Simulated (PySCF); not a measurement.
Identify the unknown among the candidates.

| technique | computed result |
| --- | --- |
| Dipole | 1.85 D [CAM-B3LYP/def2-SVPD] |
| Polarisability | 71.6 au [CAM-B3LYP/def2-SVPD] |
| Triplet | lowest triplet excitation (Tamm–Dancoff): 3.54 eV [TDA CAM-B3LYP/def2-SVPD] |
| UV, first state | lowest singlet excitation: 5.06 eV (245 nm, f = 0.091) [TDDFT CAM-B3LYP/def2-SVPD] |
| Rotational structure | rotational constants A, B, C: 7.202, 2.536, 1.879 GHz [GFN2-xTB] |

The electronic properties come from PySCF, for the isolated species, density fitting. Levels stand in brackets. Isolated species at its GFN2-xTB geometry, gas phase.

Question: Which candidate is it?
A. `Cc1nccs1`
B. `Cc1cnsc1`
C. `Nc1ccsc1`

Answer: C. It is `Nc1ccsc1`. Numbering: `[NH2:1][c:2]1[cH:3][cH:4][s:5][cH:6]1`. Its formula, C4H5NS, gives 3 degrees of unsaturation: 1 ring and 2 π bonds in the structure found (Kekulé form). By its constants the optimised geometry is an asymmetric top.

The others, at the same levels:
- `Cc1cnsc1` fails: its computed lowest singlet excitation is 5.67 eV (219 nm, f = 0.134 summed over 2 states within 0.01 eV) (against 5.06 eV), lowest triplet excitation (Tamm–Dancoff) is 4.10 eV (against 3.54 eV) and static isotropic polarisability is 68.5 au (against 71.6 au).
- `Cc1nccs1` fails: its computed lowest singlet excitation is 5.54 eV (224 nm, f = 0.000) (against 5.06 eV), lowest triplet excitation (Tamm–Dancoff) is 3.76 eV (against 3.54 eV) and static isotropic polarisability is 69.2 au (against 71.6 au).

Each candidate is one conformer, not necessarily the lowest. Dipoles, sizes and rotational constants follow the conformer. The torsions of the flexible species, by atom-mapped SMILES:
- `[NH2:1][c:2]1[cH:3][cH:4][s:5][cH:6]1`: H–N1–C2–C3 -163°, H–N1–C2–C3 -30°
